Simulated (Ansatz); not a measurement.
**AlF2 (SMILES [F][Al][F]) at UCCSDT/STO-3G**

What is the vertical ionisation energy of AlF2 at UCCSDT/STO-3G? 

The calculation is run with Ansatz 0.2.0.

37 further runs of the same task are left out: 1 that didn't finish, 36 set aside as unsound or not needed.

## (1) Starting point

AlF2: 3 atoms, total charge 0, spin state doublet. SMILES: `[F][Al][F]`. Geometry: relaxed at PBE0-D4/def2-TZVP.

Bond lengths: F1–Al2 1.647 Å, Al2–F3 1.647 Å. Angles: F1–Al2–F3 119.7°.

## (2) The energy at UCCSDT/STO-3G

Contents of in.yaml:

```yaml
crystal:
  periodic: [false, false, false]
  atoms:
    - {symbol: F, position_ang: [0.533000, -1.361200, 0.136400]}
    - {symbol: Al, position_ang: [0.388700, 0.275400, 0.245200]}
    - {symbol: F, position_ang: [-0.932500, 1.021000, -0.394800]}
basis:
  gaussian:
    orbitals: STO-3G
scf:
  omitted_lower_state_checks: [cluster_reference, increment]
magnetization:
  spin_polarized: true
  initial_magnetization: 1
correlation:
  method: ccsdt
  frozen_orbitals: {Al: 5, F: 1}
accuracy: high
```

The run is started by

```bash
$ ansatz run in.yaml --threads 1 --pin off --max-ram 2610MiB --events-out events.jsonl --progress --plain --runs-dir runs
```

Log, shortened:

```text
Warning: RAYON_NUM_THREADS=1 ignored (pool sized by the plan → 1); use --threads N
Functional definition: HF
  name "HF"
[...]
332 factors; integrals over basis functions are off by at most 2.8e-8 eV
[...]
mean field -11839.74995153 eV, -435.1027854479 hartree, gradient 4.1e-8 eV, S^2 0.758481; 0 other end points of the search recorded, 0 dependent functions left out
7 core orbitals not correlated: weight in the atoms' cores, before any rotation towards them, 1.000 or more for the frozen orbitals, at most 0.000 for the correlated occupied ones
reference -11839.74995153 eV, -435.1027854479 hartree; 9, 8 occupied and 3, 4 virtual orbitals, 332 factors
second order -1.36626671 eV of doubles, -0.00000000 eV of singles
cycle   1  -1.42136764 eV  change   -5.5e-2 eV  update   1.0e-1
[...]
cycle  28  -1.85471035 eV  change   -1.1e-9 eV  update   1.4e-9
Total energy: -11841.60466188 eV, -435.1709447960 hartree
Checks for a lower state left out: cluster_reference, increment
```

Wall time 1.4 s (1 thread of Arm Neoverse V1, shared host).

## (3) The singlet cation, same level

Contents of job.yaml:

```yaml
crystal:
  periodic: [false, false, false]
  atoms:
    - {symbol: F, position_ang: [0.533000, -1.361200, 0.136400]}
    - {symbol: Al, position_ang: [0.388700, 0.275400, 0.245200]}
    - {symbol: F, position_ang: [-0.932500, 1.021000, -0.394800]}
basis:
  gaussian: {orbitals: STO-3G}
scf: {omitted_lower_state_checks: [cluster_reference, increment]}
accuracy: high
total_charge: 1
correlation: {method: ccsdt, frozen_orbitals: {Al: 5, F: 1}}
```

The run is started by

```bash
$ ansatz run job.yaml --threads 1 --pin off --max-ram 2610MiB --events-out events.jsonl --progress --plain --runs-dir runs
```

Log, shortened:

```text
Warning: RAYON_NUM_THREADS=1 ignored (pool sized by the plan → 1); use --threads N
[... 2 set-up lines as earlier in the session ...]
[...]
332 factors; integrals over basis functions are off by at most 2.8e-8 eV
[...]
mean field -11835.01080610 eV, -434.9286250659 hartree, gradient 1.3e-8 eV, S^2 0.000000; 0 other end points of the search recorded, 0 dependent functions left out
7 core orbitals not correlated: weight in the atoms' cores, before any rotation towards them, 1.000 or more for the frozen orbitals, at most 0.000 for the correlated occupied ones
reference -11835.01080610 eV, -434.9286250659 hartree; 8, 8 occupied and 4, 4 virtual orbitals, 332 factors
second order -2.23652678 eV of doubles, -0.00000000 eV of singles
cycle   1  -2.21626267 eV  change    2.0e-2 eV  update   1.6e-1
[...]
cycle  34  -3.04174006 eV  change  -1.5e-10 eV  update   1.1e-9
Total energy: -11838.05254617 eV, -435.0404069515 hartree
Checks for a lower state left out: cluster_reference, increment
```

Wall time 0.42 s (1 thread of Arm Neoverse V1, shared host).

## (4) What came out

Level: UCCSDT/STO-3G, 7 core orbitals frozen.

| quantity | value |
| --- | --- |
| doublet AlF2: total energy | -435.17094 Eh |
| doublet AlF2: correlation energy (7 core orbitals frozen) | -68.2 mEh |
| doublet AlF2: ⟨S²⟩ of the reference determinant | 0.758 |
| doublet AlF2: T1 diagnostic | 0.020 |
| singlet cation: total energy | -435.04041 Eh |
| singlet cation: correlation energy (7 core orbitals frozen) | -111.8 mEh |
| singlet cation: T1 diagnostic | 0.034 |
| vertical ionisation energy (to the singlet cation) | 3.552 eV |

Removing an electron at fixed nuclei costs 3.55 eV (82 kcal/mol). Only the singlet of the ionised species was computed; a triplet could lie lower. In a minimal basis such a difference can be off by several eV, whatever the method. The T1 diagnostic (singlet cation) of 0.034 is above the customary mark for such species, so a single reference may not serve.
